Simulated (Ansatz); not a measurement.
Results of r²SCAN+rVV10 (plane waves, PAW; Ansatz, an electronic-structure program) for hcp Co.

Numerical settings: plane-wave cutoff 500 eV, 36×36×18 k mesh (along the axes of the cell as run), Fermi–Dirac smearing 0.1 eV, spin-polarised with parallel moments, scalar-relativistic PAW data made under PBE.

Cell (relaxed at this level):

```yaml
crystal:
  lattice:
    - [1.23147, -2.13297, 0.00000]
    - [1.23147, 2.13297, 0.00000]
    - [0.00000, 0.00000, 4.00877]
  atoms:
    - { symbol: Co, position: [0.33333, 0.66667, 0.25000] }
    - { symbol: Co, position: [0.66667, 0.33333, 0.75000] }
```

Give the computed magnetic moment per atom (the cell's total over its atoms).


* **magnetic moment per atom (the cell's total over its atoms)**: 1.74 μB

Moments are spin moments.

The computed numbers hold no vibrational or temperature effects.
